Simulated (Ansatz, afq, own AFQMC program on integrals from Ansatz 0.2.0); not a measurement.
## Where AFQMC and coupled cluster stand for HCl, singlet

| atom | x (Å) | y (Å) | z (Å) |
| --- | --- | --- | --- |
| Cl | 0.0000 | 0.0000 | 0.0000 |
| H | 0.0000 | 0.0000 | 3.4070 |

Basis cc-pVDZ. Noble-gas cores (and the filled d shells of Ga–Kr and In–Xe) are frozen. Integrals, coupled cluster, full CI and functionals: Ansatz 0.2.0; the random walks run on the same integrals in our own AFQMC program. ph-AFQMC/CISD is guided by a CISD state made of CCSD amplitudes; releasing the constraint for a short imaginary time cuts its bias at the price of noise, slowly where states lie close. Error bars are statistical, one sigma.

Determinant: UHF, the one that the program's search chose, which needn't be the lowest solution. The geometry is a point of a scan.

Full CI on the same integrals is exact in this basis and with this determinant's frozen core.

Cautions: unrestricted determinant spin contaminated (⟨S²⟩ 1.00 against 0.00); the CCSDTQ amplitudes may be one of several solutions (largest double 0.83); the next higher spin lies close (full CI puts it 35 meV above).

The T1 diagnostic is 0.0051, the weight of the determinant in the CISD state is 0.950 and the ⟨S²⟩ of the determinant is 1.001. The size of the correlated space is 8 electrons in 18 orbitals.

```csv
level,correlation energy (eV)
MP2,-2.9921
CCSD,-3.4498
CCSD(T),-3.4816
```

Problem. Estimate where AFQMC with the constraint released lies against CCSD(T) on the same integrals.

Solution. 2.9 ± 0.1 kJ/mol below CCSD(T).

Reference: full CI, correlation energy -3.511 eV. The released energy is read at 2.40 1/Eh (meV from the phaseless value at times in 1/Eh: -2.5 ± 1.0 at 0.24, -3.8 ± 0.8 at 0.51, -9.3 ± 2.2 at 0.99, -8.1 ± 0.7 at 1.62, -9.1 ± 1.2 at 2.40). The cautions show a poor starting determinant, so the rows tell how each method copes with it here, and full CI is the sure value.

```csv
level,E − E(reference) (kJ/mol),share of correlation (%)
CCSD(T),2.9,99.16
CCSDT,1.4,99.58
CCSDT(Q),0.5,99.84
CCSDTQ,0.1,99.96
ph-AFQMC/CISD,0.8 ± 0.1,99.77
released AFQMC,-0.1 ± 0.1,100.02
```

CCSDT and higher add their correlation energy to the determinant of the CCSD(T) run, since their own runs factorise the integrals more tightly (a shift of under 2 meV). A walk keeps the symmetry of its determinant, which the program's search chose and which needn't be the lowest solution, so a lower state of the same spin and another symmetry isn't excluded. Released energies are given only where the last usable release times agree within the noise; a slower fall can still hide under it.
